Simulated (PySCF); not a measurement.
A side-by-side comparison of computed properties.

First species: cyclopropenethione, C3H2S.
SMILES with atom numbers: `[S:1]=[c:2]1[cH:3][cH:4]1` (hydrogens: H5 on C3; H6 on C4)

Cartesian coordinates in Å at the GFN2-xTB level; atoms count from 1:
```
atom  x, y, z in Å
S1     2.3652   -0.1211   -0.0178
C2     0.7687   -0.0390   -0.0091
C3    -0.4632    0.6950    0.0006
C4    -0.5321   -0.6431   -0.0025
H5    -0.9874    1.6220    0.0072
H6    -1.1481   -1.5118    0.0001
```

Second species: C5H12N2Si.
Structure used (GFN2-xTB), in Å, numbered top down from 1:
```
atom  x, y, z in Å
C1     3.6063    0.4353    0.1841
N2     2.4578    0.0063    0.3978
Si3    1.4283   -1.0202   -0.5410
N4    -0.1033   -0.2979   -0.3547
C5    -1.3295   -0.9727   -0.7210
C6    -2.4687   -0.0508   -0.2641
C7    -1.7880    0.8930    0.7267
C8    -0.4005    1.0374    0.1108
H9     4.1867    0.2530   -0.7267
H10    4.0987    1.0449    0.9394
H11    1.8112   -1.1742   -1.9590
H12    1.4790   -2.3290    0.1208
H13   -1.3756   -1.1598   -1.8009
H14   -1.3729   -1.9459   -0.2200
H15   -2.8540    0.5183   -1.1113
H16   -3.2921   -0.6067    0.1805
H17   -1.7081    0.4201    1.7056
H18   -2.3079    1.8434    0.8310
H19    0.3629    1.3644    0.8153
H20   -0.4354    1.7518   -0.7260
```

Levels: PBE0/pcSseg-1 for HOMO energy, LUMO energy and HOMO–LUMO gap. Geometries: GFN2-xTB. Each structure is a single optimised conformer of the isolated species, non-relativistic unless stated. Electronic properties by PySCF.

Values for the first species:

* HOMO energy: -6.01 eV
* LUMO energy: -1.38 eV
* HOMO–LUMO gap: 4.63 eV

Estimate the same properties for the second species, and the change in each.

```json
{"property": "HOMO energy", "first": "-6.01 eV", "second": "-5.94 eV", "second less first": "+0.07 eV"}
{"property": "LUMO energy", "first": "-1.38 eV", "second": "-0.71 eV", "second less first": "+0.67 eV"}
{"property": "HOMO–LUMO gap", "first": "4.63 eV", "second": "5.23 eV", "second less first": "+0.60 eV"}
```

